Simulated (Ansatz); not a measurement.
Trichlorosilane (`Cl[SiH](Cl)Cl`) from Hartree–Fock to CCSD(T)

```tsv
atom	x (Å)	y (Å)	z (Å)
Cl1	1.510	-0.920	0.925
Si2	-0.062	-0.080	-0.047
Cl3	-1.196	0.962	1.274
Cl4	0.624	1.174	-1.488
H5	-0.876	-1.136	-0.664
```

The species carries charge 0 and has multiplicity 1. The geometry is a stationary point of PBE0-D4/def2-TZVP. Frozen core, restricted reference, Ansatz 0.2.0. CBS rows extrapolate triple and quadruple zeta.

```json
{"basis": "def2-SVP", "HF (Eh)": "-1667.64188", "MP2 corr.": "-0.48823", "CCSD corr.": "-0.53114", "(T)": "-0.01152", "CCSD(T) total": "-1668.18454"}
{"basis": "def2-TZVPP", "HF (Eh)": "-1668.22636", "MP2 corr.": "-0.68145", "CCSD corr.": "-0.73400", "(T)": "-0.03171", "CCSD(T) total": "-1668.99207"}
{"basis": "def2-QZVPP", "HF (Eh)": "-1668.27377", "MP2 corr.": "-0.75116", "CCSD corr.": "-0.79898", "(T)": "-0.03793", "CCSD(T) total": "-1669.11068"}
{"basis": "CBS(def2)", "HF (Eh)": "-1668.28030", "MP2 corr.": "-0.80280", "CCSD corr.": "-0.84711", "(T)": "-0.04254", "CCSD(T) total": "-1669.16995"}
{"basis": "cc-pV(D+d)Z", "HF (Eh)": "-1668.19211", "MP2 corr.": "-0.50294", "CCSD corr.": "-0.54863", "(T)": "-0.01346", "CCSD(T) total": "-1668.75420"}
{"basis": "cc-pV(T+d)Z", "HF (Eh)": "-1668.25788", "MP2 corr.": "-0.67984", "CCSD corr.": "-0.73272", "(T)": "-0.03163", "CCSD(T) total": "-1669.02223"}
{"basis": "cc-pV(Q+d)Z", "HF (Eh)": "-1668.27235", "MP2 corr.": "-0.74911", "CCSD corr.": "-0.79728", "(T)": "-0.03777", "CCSD(T) total": "-1669.10740"}
{"basis": "CBS(cc)", "HF (Eh)": "-1668.27671", "MP2 corr.": "-0.79842", "CCSD corr.": "-0.84324", "(T)": "-0.04214", "CCSD(T) total": "-1669.16209"}
```
